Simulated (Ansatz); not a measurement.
For rutile TiO2, PBE-D3(BJ) (Ansatz, an electronic-structure program, plane waves, PAW) gives:

| Item | Value |
|---|---|
| lattice constant a | 4.608 Å |
| lattice parameter c | 2.954 Å |

Question: What does Hartree–Fock (plane waves, PAW; Ansatz) give for the same quantities?

Answer: 
- lattice constant a: 4.562 Å (drops by 1.0 %)
- lattice parameter c: 2.970 Å (rises by 0.5 %)

For comparison: lattice constant a 4.587 Å (measured, 15 K, not corrected to a static lattice; as tabulated in Burdett, Hughbanks, Miller, Richardson, Smith, powder neutron diffraction …); lattice parameter c 2.954 Å (measured, 15 K, not corrected to a static lattice; as tabulated in Burdett, Hughbanks, Miller, Richardson, Smith, powder neutron diffraction …).

Changes are worked out from the printed values.

Unless a cell is named, each level is at its own relaxed cell (PBE-D3(BJ) 10.46, Hartree–Fock 10.30 Å³/atom).

Ansatz's density-functional and Hartree–Fock values are scalar-relativistic unless marked +SOC, with PAW data made under PBE.
